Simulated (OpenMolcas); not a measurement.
# SiO2 (silicon dioxide molecule) at SSB-D (no dispersion term)/def2-TZVPD (RICD fitting, fitting threshold 0.0001), part 2 of 2

OpenMolcas 26.06. Earlier steps stand in the parts before.

**3. The doublet anion at the same level**

Input file job.input:

```
* O2Si Kohn-Sham DFT
>>> EXPORT MOLCAS_PRINT=2
&GATEWAY
BasLib
$CurrDir
Coord
3
bohr
O      1.30623539     2.30034471     0.97082790
Si    -0.00137950     0.00083148    -0.00030236
O     -1.30487479    -2.30119509    -0.97052554
Basis
def2-TZVPD
Group
NoSym
RICD
CDThreshold
0.0001
&SEWARD
&SCF
UHF
Charge
-1
Spin
2
KSDFT
SSBD
PrOrbitals
0
```

The basis set def2-TZVPD is read from a file made from the Basis Set Exchange's data (not shown).

The run is started by

```
export MOLCAS_MEM=1860
pymolcas job.input > job.log
```

What it wrote:

```text
--- Start Module: gateway ---

                                              &GATEWAY

                       available to each process: 1.9 GB of memory, 1 thread

 Basis Set     1 Label: O.DEF2-TZVPD
 Basis set is read from library:.
 basistype.tbl is not found

 Basis Set     2 Label: SI.DEF2-TZVPD
 Basis set is read from library:.
 basistype.tbl is not found

 Basis Set     3 Label: O.DEF2-TZVPD
 Basis set is read from library:.
 basistype.tbl is not found

++    Symmetry information:
      ---------------------

                    Character Table for C1

                             E
                    a        1  x, y, xy, Rz, z, xz, Ry, yz, Rx, I
--

++    Basis set information:
      ----------------------

      Basis set label: O.DEF2-TZVPD.........

      Electronic valence basis set:
      ------------------
      Associated Effective Charge   8.000000 au
      Associated Actual Charge      8.000000 au
      Nuclear Model: Point charge

      Shell  nPrim  nBasis  Cartesian Spherical Contaminant
         s      12       6        X
         p       7       4        X
         d       3       3                 X
         f       1       1                 X

      Basis set label: SI.DEF2-TZVPD.........

      Electronic valence basis set:
      ------------------
      Associated Effective Charge  14.000000 au
      Associated Actual Charge     14.000000 au
      Nuclear Model: Point charge

      Shell  nPrim  nBasis  Cartesian Spherical Contaminant
         s      15       6        X
         p       9       5        X
         d       4       3                 X
         f       1       1                 X

      Basis set label: O.DEF2-TZVPD.........

      Electronic valence basis set:
      ------------------
      Associated Effective Charge   8.000000 au
      Associated Actual Charge      8.000000 au
      Nuclear Model: Point charge

      Shell  nPrim  nBasis  Cartesian Spherical Contaminant
         s      12       6        X
         p       7       4        X
         d       3       3                 X
         f       1       1                 X
--

++    Molecular structure info:
      -------------------------

                    ************************************************
                    **** Cartesian Coordinates / bohr, angstrom ****
                    ************************************************

     Center  Label                x              y              z                     x              y              z
        1      O1               1.306235       2.300345       0.970828              0.691230       1.217290       0.513740
        2      SI2             -0.001380       0.000831      -0.000302             -0.000730       0.000440      -0.000160
        3      O3              -1.304875      -2.301195      -0.970526             -0.690510      -1.217740      -0.513580

                    ***************************************
                    *    InterNuclear Distances / bohr    *
                    ***************************************

               1 O1            2 SI2           3 O3
    1 O1       0.000000
    2 SI2      2.817927        0.000000
    3 O3       5.635683        2.817758        0.000000

                    *******************************************
                    *    InterNuclear Distances / angstrom    *
                    *******************************************

               1 O1            2 SI2           3 O3
    1 O1       0.000000
    2 SI2      1.491183        0.000000
    3 O3       2.982275        1.491093        0.000000

                    **************************************
                    *    Valence Bond Angles / degree    *
                    **************************************
                          Atom centers                 Phi
                      1 O1       2 SI2      3 O3       179.90
--

            Nuclear Potential Energy             90.84965730 au

--- Stop Module: gateway /rc=_RC_ALL_IS_WELL_ ---

--- Start Module: seward ---

                                              &SEWARD

                       available to each process: 1.9 GB of memory, 1 thread

               SEWARD will generate:
                  Multipole Moment integrals up to order  2
                  Kinetic Energy integrals
                  Nuclear Attraction integrals (point charge)
                  One-Electron Hamiltonian integrals
                  Velocity integrals
                  Orbital angular momentum around ( -0.0003   0.0002  -0.0001 )
                  Velocity quadrupole around ( -0.0003   0.0002  -0.0001 )
                  RI decomposed two-electron repulsion integrals stored Cholesky style
                   - acCD auxiliary basis
                   - CD Threshold:   1.00E-04

                   Integrals are discarded if absolute value <: 1.00E-14
                   Integral cutoff threshold is set to       <: 1.00E-16

            Nuclear Potential Energy             90.84965730 au

      Basis set specifications :
      Symmetry species         a
      Basis functions          123

--- Stop Module: seward /rc=_RC_ALL_IS_WELL_ ---
--- Module seward spent 1 second ---

--- Start Module: scf ---

                                                &SCF

                       available to each process: 1.9 GB of memory, 1 thread

[... 1 line left out ...]
 ###    WARNING:  Find_Functional: Dispersion corrections are                ###
[... 16 lines left out ...]
      Nuclear repulsion energy =   90.84965730
[... 68 lines left out ...]
++ Convergence information
                               UHF SSBD       iterations: Energy and convergence statistics
[... 26 lines left out ...]
       Convergence after  17 Iterations
[... 3 lines left out ...]
 *                                             SCF/KS-DFT Program, Final results                                             *
 *                                                       Final Results                                                       *
[... 37 lines left out ...]
      Title: Natural orbitals
[... 56 lines left out ...]
[... 122 lines of this table left out ...]
      123 O3     4f3+      -0.1518    0.0017   -0.0005   -0.0004   -0.0007   -0.0072    0.0195    0.0001    0.4231    0.0066

          Orbital           81        82        83        84        85        86        87        88        89        90
          Energy            6.4701    5.2558    3.1908    2.1432    1.1832    1.2758    6.0232    2.4097    1.2085    1.1437
          Occ. No.          0.0000    0.0000    0.0000    0.0000    0.0000    0.0000    0.0000    0.0000    0.0000    0.0000

[... 122 lines of this table left out ...]
      123 O3     4f3+      -0.0465    0.2071    0.0089    0.0001    0.0015    0.0011    0.0019   -0.0021    0.0039   -0.0010

          Orbital           91        92        93        94        95        96        97        98        99       100
          Energy            6.9165    2.1600    6.4154    6.9879    3.0300    1.1562    5.1761    5.1607    1.8740    5.3593
          Occ. No.          0.0000    0.0000    0.0000    0.0000    0.0000    0.0000    0.0000    0.0000    0.0000    0.0000

[... 122 lines of this table left out ...]
      123 O3     4f3+       0.0814    0.0025   -0.0149   -0.0068   -0.0025    0.0006   -0.1637    0.1585   -0.0067    0.0217

          Orbital          101       102       103       104       105       106       107       108       109       110
          Energy            1.8746    6.4505    0.6826    1.2770    6.4940    5.3561    5.3561    5.2004    6.4556    5.1980
          Occ. No.          0.0000    0.0000    0.0000    0.0000    0.0000    0.0000    0.0000    0.0000    0.0000    0.0000

[... 122 lines of this table left out ...]
      123 O3     4f3+      -0.0025    0.0011   -0.0003    0.0030    0.0475    0.4343    0.1621   -0.1645    0.0019    0.4281

          Orbital          111
          Energy            5.2160
          Occ. No.          0.0000

        1 O1     1s         0.0000
        2 O1     1s         0.0000
        3 O1     1s        -0.0000
        4 O1     1s         0.0000
        5 O1     1s         0.0000
        6 O1     1s         0.0000
        7 O1     2px       -0.0000
        8 O1     2px       -0.0000
        9 O1     2px       -0.0000
       10 O1     2px       -0.0000
       11 O1     2py       -0.0000
       12 O1     2py        0.0000
       13 O1     2py       -0.0000
       14 O1     2py        0.0000
       15 O1     2pz       -0.0000
       16 O1     2pz       -0.0000
       17 O1     2pz       -0.0000
       18 O1     2pz       -0.0000
       19 O1     3d2-      -0.0000
       20 O1     3d2-       0.0000
       21 O1     3d2-      -0.0001
       22 O1     3d1-       0.0000
       23 O1     3d1-      -0.0000
       24 O1     3d1-       0.0000
       25 O1     3d0       -0.0000
       26 O1     3d0        0.0000
       27 O1     3d0       -0.0001
       28 O1     3d1+       0.0000
       29 O1     3d1+      -0.0000
       30 O1     3d1+       0.0001
       31 O1     3d2+       0.0000
       32 O1     3d2+      -0.0000
       33 O1     3d2+       0.0000
       34 O1     4f3-      -0.2059
       35 O1     4f2-      -0.0848
       36 O1     4f1-       0.3503
       37 O1     4f0       -0.2431
       38 O1     4f1+      -0.3922
       39 O1     4f2+       0.3275
       40 O1     4f3+      -0.0974
       41 SI2    1s        -0.0000
       42 SI2    1s         0.0000
       43 SI2    1s         0.0000
       44 SI2    1s         0.0000
       45 SI2    1s        -0.0001
       46 SI2    1s        -0.0000
       47 SI2    2px       -0.0000
       48 SI2    2px       -0.0000
       49 SI2    2px        0.0000
       50 SI2    2px       -0.0000
       51 SI2    2px        0.0000
       52 SI2    2py        0.0000
       53 SI2    2py        0.0000
       54 SI2    2py       -0.0000
       55 SI2    2py        0.0000
       56 SI2    2py       -0.0000
       57 SI2    2pz       -0.0000
       58 SI2    2pz       -0.0000
       59 SI2    2pz        0.0000
       60 SI2    2pz       -0.0000
       61 SI2    2pz        0.0000
       62 SI2    3d2-       0.0001
       63 SI2    3d2-       0.0001
       64 SI2    3d2-       0.0000
       65 SI2    3d1-      -0.0000
       66 SI2    3d1-      -0.0000
       67 SI2    3d1-      -0.0000
       68 SI2    3d0        0.0001
       69 SI2    3d0        0.0001
       70 SI2    3d0        0.0000
       71 SI2    3d1+      -0.0001
       72 SI2    3d1+      -0.0001
       73 SI2    3d1+      -0.0000
       74 SI2    3d2+      -0.0000
       75 SI2    3d2+      -0.0000
       76 SI2    3d2+      -0.0000
       77 SI2    4f3-       0.0179
       78 SI2    4f2-       0.0073
       79 SI2    4f1-      -0.0303
       80 SI2    4f0        0.0212
       81 SI2    4f1+       0.0341
       82 SI2    4f2+      -0.0285
       83 SI2    4f3+       0.0083
       84 O3     1s         0.0000
       85 O3     1s         0.0000
       86 O3     1s        -0.0000
       87 O3     1s        -0.0000
       88 O3     1s         0.0000
       89 O3     1s         0.0000
       90 O3     2px        0.0000
       91 O3     2px       -0.0000
       92 O3     2px        0.0000
       93 O3     2px       -0.0000
       94 O3     2py        0.0000
       95 O3     2py       -0.0000
       96 O3     2py        0.0000
       97 O3     2py        0.0000
       98 O3     2pz        0.0000
       99 O3     2pz       -0.0000
      100 O3     2pz        0.0000
      101 O3     2pz        0.0000
      102 O3     3d2-      -0.0000
      103 O3     3d2-       0.0000
      104 O3     3d2-      -0.0001
      105 O3     3d1-       0.0000
      106 O3     3d1-      -0.0000
      107 O3     3d1-       0.0000
      108 O3     3d0       -0.0000
      109 O3     3d0        0.0000
      110 O3     3d0       -0.0001
      111 O3     3d1+       0.0000
      112 O3     3d1+      -0.0000
      113 O3     3d1+       0.0001
      114 O3     3d2+       0.0000
      115 O3     3d2+      -0.0000
      116 O3     3d2+       0.0000
      117 O3     4f3-      -0.2063
      118 O3     4f2-      -0.0835
      119 O3     4f1-       0.3475
      120 O3     4f0       -0.2458
      121 O3     4f1+      -0.3922
      122 O3     4f2+       0.3281
      123 O3     4f3+      -0.0942
--

++    Molecular properties:
      ---------------------

      Charge (e):
                      =   -1.0000
      Dipole Moment (debye):
      Origin of the operator (angstrom)=   -0.0001    0.0001   -0.0000
                   X=  1.5387E-03               Y= -1.4135E-03               Z=  2.3406E-04           Total=  2.1024E-03
      Center of Charge (angstrom)
                     X=   -0.00046887               Y=    0.00037953               Z=   -0.00008070
      Quadrupole Moment (debye*angstrom):
      Origin of the operator (angstrom)=   -0.0001    0.0001   -0.0000
                  XX= -3.1381E+01              XY= -5.1969E+00              XZ= -2.1926E+00              YY= -3.7591E+01
                  YZ= -3.8639E+00              ZZ= -3.0062E+01
      In traceless form (debye*angstrom)
                  XX=  2.4453E+00              XY= -7.7954E+00              XZ= -3.2888E+00              YY= -6.8690E+00
                  YZ= -5.7958E+00              ZZ=  4.4236E+00
--

--- Stop Module: scf /rc=_RC_ALL_IS_WELL_ ---
--- Module scf spent 9 seconds ---

.##################.
.# Happy landing! #.
.##################.

    Timing: Wall=12.05 User=10.88 System=1.16
```

Run time: 12 s. Hardware: 1 thread of Arm Neoverse V1, shared host; peak memory 0.12 GiB.

**4. Outcome**

This closing draws on all 2 parts.

At SSB-D (no dispersion term)/def2-TZVPD (RICD fitting, fitting threshold 0.0001):

```
                                         quantity          value
                       singlet SiO2: total energy  -442.13987 Eh
                      singlet SiO2: dipole moment         0.01 D
                        singlet SiO2: HOMO energy       -8.56 eV
                        singlet SiO2: LUMO energy       -4.33 eV
                      singlet SiO2: HOMO–LUMO gap        4.23 eV
                      doublet anion: total energy  -442.19405 Eh
doublet anion: HOMO energy (highest over α and β)        1.23 eV
 doublet anion: LUMO energy (lowest over α and β)        2.16 eV
                              doublet anion: ⟨S²⟩          0.760
vertical electron affinity (to the doublet anion)       1.474 eV
```

At fixed nuclei the extra electron is bound by 1.47 eV (34 kcal/mol). Mulliken charges (doublet anion) run from -0.43 on Si2 to -0.28 on O3; in a basis this large or diffuse they mean little. The HOMO (doublet anion) lies at positive energy, 1.23 eV; only total energies tell whether the electron is bound.
